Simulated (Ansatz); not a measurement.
# AlSiN (singlet): the correlation ladder, cc-pVDZ

An exercise on one series of results from a longer session: the logs are not shown, and one member is left open.

Computed with Ansatz 0.2.0, Gaussian basis. Level: cc-pVDZ, core rule «outside noble gas», up to 11 orbitals frozen.

Plan: UHF; CCSD(T) on RHF; CCSD(T) on UHF; BCCD(T) on RHF; CISD; CCSDT(Q) on RHF; CCSDT(Q) on UHF; CCSDTQ on RHF.

7 further runs of the same task are left out: 5 for a known fault of the program, 2 set aside as unsound or not needed.

### What is computed

The geometry is a PBE0/def2-TZVP stationary point (not a proven minimum).

3 atoms, charge 0, spin multiplicity 1.

Atoms are counted from 1 here; the program's logs count them from 0.

Bond lengths: Al1–Si2 2.631 Å, Si2–N3 1.573 Å. Angles: Al1–Si2–N3 180.0°.

Set-up of the first run:

in.yaml reads:

```yaml
crystal:
  periodic: [false, false, false]
  atoms:
    - {symbol: Al, position_ang: [0.000000, 0.000000, 2.278300]}
    - {symbol: Si, position_ang: [0.000000, 0.000000, -0.352400]}
    - {symbol: N, position_ang: [0.000000, 0.000000, -1.925900]}
basis:
  gaussian: {orbitals: cc-pVDZ}
magnetization: {spin_polarized: true, initial_magnetization: 0}
hamiltonian: {xc: hf}
output: {orbitals: {seedname: orbitals}}
```

Command:

```console
$ ansatz run in.yaml --threads 1 --pin off --events-out ev --progress --plain --max-ram 2816MiB --backend cpu
```

Steps of the session up to this table: UHF; CCSD(T) on RHF; CCSD(T) on UHF; BCCD(T) on RHF; CISD; CCSDT(Q) on RHF; CCSDT(Q) on UHF; CCSDTQ on RHF.

One table of the session follows, with a row left open; its other results are not shown here.

It belongs to the step «Misses and costs». 

| method | from RCCSDT(Q) (kJ/mol) |
| --- | --- |
| RHF | +964.1 |
| UHF | +866.5 |
| RMP2 | +86.5 |
| UMP2 | +267.5 |
| CISD | +189.8 |
| RCCSD | +73.4 |
| UCCSD | +77.0 |
| RCCSD(T) | +12.4 |
| UCCSD(T) | ? |
| BCCD(T) | +11.4 |
| RCCSDT | +12.0 |
| UCCSDT | +12.8 |
| RCCSDT(Q) | 0 |
| UCCSDT(Q) | 0.0 |
| RCCSDTQ | +3.1 |

Estimate the missing values for UCCSD(T).

**Answer.** from RCCSDT(Q) (kJ/mol): +28.0. In the column «from RCCSDT(Q) (kJ/mol)» it lies between UCCSDT (+12.8) and RCCSD (+73.4).

Caveats from the session: The determinant is far from a pure spin state, so its energy mixes those of several spin states (harmless only where they are near-degenerate, as at dissociation). Warnings: restricted reference is unstable; spin contamination; large T1 diagnostic. Restricted and unrestricted rows rest on different reference determinants; where their highest levels disagree by more than a few hundredths of an eV, they describe different states and don't form one ladder.
